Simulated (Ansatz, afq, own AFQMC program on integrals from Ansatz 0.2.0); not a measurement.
**Atomization energy of SiGeH2, triplet**

```yaml
atoms:
  - { symbol: Si, position_ang: [0.0000, 0.0000, 1.6381] }
  - { symbol: Ge, position_ang: [0.0000, 0.0000, -0.7039] }
  - { symbol: H, position_ang: [0.0000, 1.1919, 2.5412] }
  - { symbol: H, position_ang: [0.0000, -1.1919, 2.5412] }
```

Connectivity, by distances: SiH2–Ge.

Atoms in their ground-state spins without spin–orbit coupling (mostly on UHF) minus the molecule (UHF), without zero-point energy. The geometry is a stationary point, not shown to be a minimum.

Basis cc-pVDZ. Noble-gas cores (and the filled d shells of Ga–Kr and In–Xe) are frozen. AFQMC by an in-house program on the Cholesky factors that Ansatz 0.2.0 writes for its CCSD(T) run. The CISD trial takes its coefficients from CCSD amplitudes. Released means that phaseless walkers are propagated on without the constraint, phases kept. Uncertainties: one standard error, sampling alone. No spin–orbit coupling. The errors of all members are added in quadrature.

No full CI on the walks' own integrals is used here; CCSDT(Q) serves as the reference and is uncertain by about the last step of the cluster series. Each member takes its own surest rung, up to full CI.

Errors are counted within cc-pVDZ, not against nature.

Cautions: inner d shell frozen; no relativity below Rb; no spin-orbit coupling; SiGeH₂ (triplet): another spin lies lower, the ph-AFQMC/CISD walk drifts between its halves (2.5 errors).

```
level  atomization energy (kJ/mol)
  MP2                        751.5
 CCSD                        756.2
```

(1) From these cheaper values, estimate the atomization energy at the reference level in cc-pVDZ.

(1) 769.5 kJ/mol (CCSDT(Q) in cc-pVDZ).

| level | atomization energy (kJ/mol) | error against CCSDT(Q) (kJ/mol) |
| --- | --- | --- |
| HF | 597.8 | -171.7 |
| CCSD(T) | 767.0 | -2.5 |
| CCSDT | 768.9 | -0.7 |
| ph-AFQMC/CISD | 770.5 ± 1.4 | 0.9 ± 1.4 |
| released AFQMC | 770.3 ± 1.1 | 0.8 ± 1.1 |

Correlation beyond CCSD(T) adds 2.5 kJ/mol. The perturbative (T) step is worth +10.8 kJ/mol.

A walk keeps the symmetry of its determinant, which the program's search chose and which needn't be the lowest solution, so a lower state of the same spin and another symmetry isn't excluded. Released energies are given only where the last usable release times agree within the noise; a slower fall can still hide under it.
